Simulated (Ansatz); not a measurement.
Calculated with Ansatz (gas phase, PBE0-D4/def2-TZVP geometries, no zero-point term in ΔE). CCSD(T)/CBS is extrapolated from def2-TZVPP and def2-QZVPP, frozen cores. DFT in def2-TZVPP. No spin–orbit coupling; open shells (•) take unrestricted orbitals. Spin–orbit coupling would lower the free atoms: a little for C, O, Si. Each species was taken in one conformer, which may not be the lowest.

`C[SiH2]O` → C• + 6 H• + O• + Si•  (atomization)

```json
{"level": "PBE-D4", "ΔE (kJ/mol)": "3215.2", "difference from CCSD(T)/CBS": "-4.8"}
{"level": "BLYP-D4", "ΔE (kJ/mol)": "3186.8", "difference from CCSD(T)/CBS": "-33.2"}
{"level": "r2SCANh-D4", "ΔE (kJ/mol)": "3194.0", "difference from CCSD(T)/CBS": "-26.0"}
{"level": "ωB97M-V", "ΔE (kJ/mol)": "3218.1", "difference from CCSD(T)/CBS": "-1.9"}
{"level": "revPBE", "ΔE (kJ/mol)": "3110.3", "difference from CCSD(T)/CBS": "-109.7"}
{"level": "r2SCAN", "ΔE (kJ/mol)": "3205.7", "difference from CCSD(T)/CBS": "-14.3"}
{"level": "r2SCANh", "ΔE (kJ/mol)": "3190.8", "difference from CCSD(T)/CBS": "-29.2"}
{"level": "BHLYP", "ΔE (kJ/mol)": "3124.4", "difference from CCSD(T)/CBS": "-95.6"}
{"level": "CCSD/def2-TZVPP", "ΔE (kJ/mol)": "3109.1", "difference from CCSD(T)/CBS": "-110.9"}
{"level": "CCSD(T)/def2-QZVPP", "ΔE (kJ/mol)": "3188.5", "difference from CCSD(T)/CBS": "-31.5"}
{"level": "CCSD/CBS(def2)", "ΔE (kJ/mol)": "3182.5", "difference from CCSD(T)/CBS": "-37.5"}
{"level": "HF/cc-pV(D+d)Z", "ΔE (kJ/mol)": "2338.9", "difference from CCSD(T)/CBS": "-881.1"}
{"level": "MP2/cc-pV(D+d)Z", "ΔE (kJ/mol)": "2969.3", "difference from CCSD(T)/CBS": "-250.7"}
{"level": "CCSD/cc-pV(T+d)Z", "ΔE (kJ/mol)": "3103.8", "difference from CCSD(T)/CBS": "-116.2"}
{"level": "CCSD(T)/cc-pV(T+d)Z", "ΔE (kJ/mol)": "3136.3", "difference from CCSD(T)/CBS": "-83.7"}
{"level": "MP2/cc-pV(Q+d)Z", "ΔE (kJ/mol)": "3212.8", "difference from CCSD(T)/CBS": "-7.2"}
{"level": "CCSD(T)/CBS", "ΔE (kJ/mol)": "3220.0", "difference from CCSD(T)/CBS": "0"}
```

Largest T1 diagnostic among the species: 0.012.

Leaving LDA and LC-ωPBE aside and taking each functional with its dispersion term where it has one, the values, not all of them listed here, spread over 84.9 kJ/mol, from BHLYP-D4 to CAM-B3LYP-D4. LDA lies +389.6 kJ/mol from PBE without D4, its usual overbinding. From r2SCAN to r2SCAN0 (25 % exact exchange), in def2-TZVPP and without D4, ΔE moves by −36.1 kJ/mol: exact exchange takes away binding that semilocal exchange gives to molecules. At CCSD(T), def2-SVP lies −209.5 kJ/mol from the extrapolated value and def2-TZVPP −78.5 kJ/mol: correlation converges slowly with the basis, and small sets miss more of it in the bonded molecule than in its fragments.

CCSD(T)/CBS has its own doubt, a few kJ/mol and more with outer-core shells, so smaller differences from it don't rank the levels.
